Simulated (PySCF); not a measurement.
# The electron affinity along the second row

Calculated with PySCF 2.14 from differences of total energies of unrestricted determinants, without spin-orbit coupling. Values in eV. The last column holds reference values (measured affinities from photodetachment; the arrow runs from anion to atom). Unmarked ones compare directly (S terms, centres of terms, or small fine structure); those marked * lie between the lowest fine-structure levels and include a spin-orbit shift.

```csv
element,configurations,LDA,PBE0,r2SCAN,MP2 (valence),CCSD (valence),CCSD(T) (valence),reference
"Li (aug-cc-pVTZ, non-relativistic)",[He] 2s2 → [He] 2s1,0.588,0.494,0.452,0.348,0.614,0.614,0.618
"C (aug-cc-pVTZ, non-relativistic)",[He] 2s2 2p3 → [He] 2s2 2p2,1.800,1.412,1.489,1.265,1.148,1.218,1.262
"O (aug-cc-pVTZ, non-relativistic)",[He] 2s2 2p5 → [He] 2s2 2p4,2.051,1.384,1.510,1.416,1.185,1.331,1.461
"F (aug-cc-pVTZ, non-relativistic)",[Ne] → [He] 2s2 2p5,4.125,3.243,3.312,3.640,3.152,3.312,3.401
```

Task: Fill in the row of B (aug-cc-pVTZ, non-relativistic) ([He] 2s2 2p2 → [He] 2s2 2p1).

Result: LDA 0.731; PBE0 0.472; r2SCAN 0.584; MP2 (valence) 0.208; CCSD (valence) 0.167; CCSD(T) (valence) 0.229; reference 0.280 (eV).

The highest occupied level of the anion is positive for Li⁻ at LDA, PBE0, r2SCAN; B⁻ at LDA, PBE0, r2SCAN; C⁻ at LDA, PBE0, r2SCAN; O⁻ at LDA, PBE0, r2SCAN; F⁻ at LDA, r2SCAN, so there the basis helps to hold the electron.

"Valence" correlates the outer s and p shells and, in groups 3 to 12 and the f block, the outer d or f shell, open or full, or the next shell where the ion has no valence electron left; the wider scheme adds the next inner shell.
